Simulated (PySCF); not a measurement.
# OF2: structure of the triplet

The task is one start of a wider search on OF2: the triplet, from a bent start. It is relaxed, tested by its Hessian and followed downhill if it is a saddle.

Computed with PySCF 2.14.0. Level: PBE, basis O def2-TZVP, F def2-TZVP, no relativity, density fitting.

### Step 1. The starting structure

3 atoms, charge 0, spin multiplicity 3.

Bond lengths: O1–F2 1.270 Å, O1–F3 1.270 Å. Angles: F2–O1–F3 110.0°.

```xyz
3
charge 0 multiplicity 3
O     0.0000    0.0000    0.0000
F     1.0403    0.0000    0.7284
F    -1.0403    0.0000    0.7284
```

### Step 2. The SCF at the typed geometry

One driver script runs all steps and calls PySCF; scf.py shows how it sets up the SCF of each step. The optimiser is the driver's own. After this first run the driver tries any further starts and a stability analysis.

Input file scf.py:

```python
from pyscf import gto, scf, dft
mol = gto.M(atom='''
O      0.000000     0.000000     0.000000
F      1.040300     0.000000     0.728400
F     -1.040300     0.000000     0.728400''',
    basis={'O': 'def2-TZVP', 'F': 'def2-TZVP'},
    charge=0, spin=2)
mf = dft.UKS(mol, xc='PBE')
mf.grids.atom_grid = (50, 194)
aux = {'O': 'def2-universal-JKFIT', 'F': 'def2-universal-JKFIT'}
mf = mf.density_fit(auxbasis=aux)
mf.conv_tol = 1e-08
mf.diis_space = 10
mf.max_cycle = 60
mf.init_guess = 'minao'
mf.verbose = 4
mf.kernel()
```

Launch:

```
OMP_NUM_THREADS=4 python axn.py task.json out
```

The runs that follow: Relaxing the triplet from the bent start; Is it a minimum? Harmonic modes.

Before running it: what results should come out? Wanted: minimum; geometry; wavenumbers; dipole moment; highest occupied, lowest empty level; polar-tensor charge of O1; zero-point energy; atomisation energy; ⟨S²⟩.

As calculated:

| quantity | value |
| --- | --- |
| minimum | triplet, C2v |
| geometry | O–F 1.553 Å (×2); F–O–F 144.0° |
| wavenumbers (cm⁻¹) | 214 (b2), 298 (a1), 666 (a1) |
| dipole moment | 0.33 D |
| highest occupied, lowest empty level (either spin) | -8.58, -7.65 eV |
| polar-tensor charge of O1 | +0.74 e |
| zero-point energy | 7.1 kJ/mol |
| entropy at 298.15 K | 267.1 J/(mol K) |
| atomisation energy (no zero-point energy) | 416 kJ/mol |
| ⟨S²⟩ | 2.005 |

The molecule stays C2v, as typed, and the end point is a minimum. In the infrared the band at 214 cm⁻¹ (b2) leads. Most of the spin sits on O1 (Mulliken spin 1.17, against 2 for the whole molecule). Other starts or spin states, not run here, may lie lower.
